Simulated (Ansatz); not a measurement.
Geometry optimisation, RHF/def2-TZVP (Ansatz 0.2.0).

Input file:

```yaml
crystal:
  periodic: [false, false, false]
  atoms:
    - { symbol: O, position_ang: [0.5471, -0.4305, 0.8114] }
    - { symbol: P, position_ang: [0.0948, 0.2845, -0.6186] }
    - { symbol: H, position_ang: [0.8646, -1.2728, 0.6557] }
    - { symbol: H, position_ang: [0.28796, -0.74293, -1.45716] }
    - { symbol: H, position_ang: [1.28477, 0.95169, -0.95907] }
basis:
  gaussian: { orbitals: def2-TZVP }
hamiltonian:
  xc: hf
relax:
  f_tol: 0.015
  max_steps: 40
```

Command:

```bash
$ ansatz run input.yaml --threads 1 --pin off --max-ram 2048MiB --backend cpu --events-out ev --progress --plain --runs-dir out
```

Task: Where does it end, and by what steps?

Result: The forces met the threshold. After 6 steps the energy has fallen by 0.212 eV; H3 moved furthest, 0.30 Å.

| step | energy less start (eV) | largest force component (eV/Å) | accepted |
| --- | --- | --- | --- |
| 0 | 0.0000 | 1.963 | yes |
| 1 | -0.1231 | 1.031 | yes |
| 2 | -0.0728 | 2.322 | no |
| 3 | -0.1723 | 0.676 | yes |
| 4 | -0.1954 | 0.864 | yes |
| 5 | -0.2113 | 0.030 | yes |
| 6 | -0.2115 | 0.011 | yes |

```xyz
5
Properties=species:S:1:pos:R:3
O 0.364 -0.529 0.757
P 0.080 0.313 -0.601
H 1.104 -1.111 0.746
H 0.164 -0.701 -1.580
H 1.367 0.817 -0.890
```

Run time: 11 s on 1 thread of Intel(R) Xeon(R) Processor @ 2.50GHz (Skylake/Cascade Lake), with other jobs on the host, peak memory 0.13 GiB.
